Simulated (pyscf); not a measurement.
H₃Si–Cl → :HSi–Cl [singlet] + hydrogen (H₂), a 1,1-elimination (singlet surface; H–Si, H–Si broken, H–H formed). PySCF, gas phase, ωB97X-D3(BJ)/def2-SVP geometries. Energies in kcal/mol from the reactant's lowest minimum found.

Small-basis levels: PySCF, no dispersion term, spherical d functions. AM1 to PM7: differences of heats of formation from MOPAC, which are fitted to 298 K values and so differ in kind from electronic energies by zero-point and thermal terms. GFN2-xTB: tblite. Cost: rough CPU time at the saddle relative to B3LYP/6-31G*, from one job on a shared machine.

| level | barrier | reaction energy | cost |
|---|---|---|---|
| HF/6-31G* | 88.2 | +54.0 | 0.1 |
| SVWN5/6-31G* | 56.8 | +54.8 | 1 |
| BP86/6-31G* | 60.8 | +46.8 | 1 |
| PBE/6-31G* | 60.2 | +48.4 | 1 |
| B3LYP/3-21G | 67.3 | +41.0 | 0.8 |
| B3LYP/LANL2DZ | 69.0 | +47.0 | 0.6 |
| B3LYP/6-311+G** | 64.3 | +47.4 | 2 |
| PBE/def2-SVP | 56.8 | +49.6 | 1 |
| B3LYP/def2-SVP | 64.1 | +49.5 | 1 |
| GFN2-xTB | 88.6 | +60.9 | under 0.02 |
| AM1 | 54.2 | +47.1 | under 0.02 |
| PM6 | 60.8 | +32.7 | under 0.02 |
| ωB97M-D3(BJ)/def2-TZVP | 65.6 | +49.5 | – |

Against the last row the barrier runs from -11.4 (AM1) to +22.9 kcal/mol (GFN2-xTB). ωB97M-D3(BJ)/def2-TZVP has limits of its own. This is the saddle that the search found; another between the same sides may lie lower.
